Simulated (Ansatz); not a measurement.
Correlation energies of `C/C=C\Cl` by basis set

```xyz
9

C     0.204    0.660    0.914
C    -0.579    0.021   -0.183
C    -0.099   -0.823   -1.083
Cl    1.552   -1.317   -1.113
H     0.647   -0.094    1.571
H     1.031    1.253    0.513
H    -0.423    1.314    1.519
H    -1.636    0.255   -0.270
H    -0.695   -1.269   -1.867
```

Charge 0, multiplicity 1. All single points use the PBE0-D4/def2-TZVP geometry. Frozen core, restricted reference, Ansatz 0.2.0. CBS rows extrapolate triple and quadruple zeta; past MP2 they add the triple-zeta difference.

| basis | HF (Eh) | MP2 corr. | CCSD corr. | (T) | CCSD(T) total |
| --- | --- | --- | --- | --- | --- |
| def2-SVP | -575.75880 | -0.54593 | -0.59225 | -0.01874 | -576.36979 |
| def2-TZVPP | -576.04764 | -0.69071 | -0.73288 | -0.03260 | -576.81312 |
| def2-QZVPP | -576.06574 | -0.74197 | – | – | – |
| CBS(def2) | -576.06824 | -0.77995 | -0.82212 | as TZ | -576.92296 |
